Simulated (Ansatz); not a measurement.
`CCC(O)F`. Total charge 0; spin multiplicity 1. The geometry is a stationary point of PBE0-D4/def2-TZVP. It is one conformer, not always the lowest.

```xyz
12

C    -0.663    0.057    1.309
C     0.591    0.154    0.458
C     0.359   -0.278   -0.964
O    -0.507    0.600   -1.575
F     1.571   -0.278   -1.643
H    -0.459    0.363    2.336
H    -1.045   -0.968    1.339
H    -1.453    0.698    0.914
H     0.966    1.181    0.430
H     1.387   -0.474    0.866
H    -0.006   -1.314   -1.025
H    -0.741    0.259   -2.443
```

What is the dipole moment at PBE/def2-TZVPP? (Best estimate.)

Computed: 1.55 D, with components (-1.21, -0.95, 0.24) D in this frame, pointing from negative to positive charge.

And with r2SCAN, B3LYP, ωB97M-V? (An estimate is asked.)

Ansatz gave: r2SCAN 1.61 D, B3LYP 1.66 D, ωB97M-V 1.66 D.

Give the Mulliken charges with PBE, ωB97M-V, B3LYP in def2-TZVPP. (Estimate.)

Computed: 
| atom | PBE | ωB97M-V | B3LYP |
| --- | --- | --- | --- |
| C1 | -0.26 | -0.31 | -0.26 |
| C2 | -0.07 | -0.14 | -0.07 |
| C3 | 0.17 | 0.20 | 0.24 |
| O4 | -0.26 | -0.28 | -0.30 |
| F5 | -0.20 | -0.23 | -0.24 |
| H6 | 0.08 | 0.11 | 0.09 |
| H7 | 0.07 | 0.09 | 0.07 |
| H8 | 0.09 | 0.11 | 0.10 |
| H9 | 0.07 | 0.10 | 0.07 |
| H10 | 0.07 | 0.09 | 0.07 |
| H11 | 0.04 | 0.08 | 0.06 |
| H12 | 0.19 | 0.18 | 0.19 |

B3LYP here is the variant with VWN-RPA as its local correlation; programs differ in this.
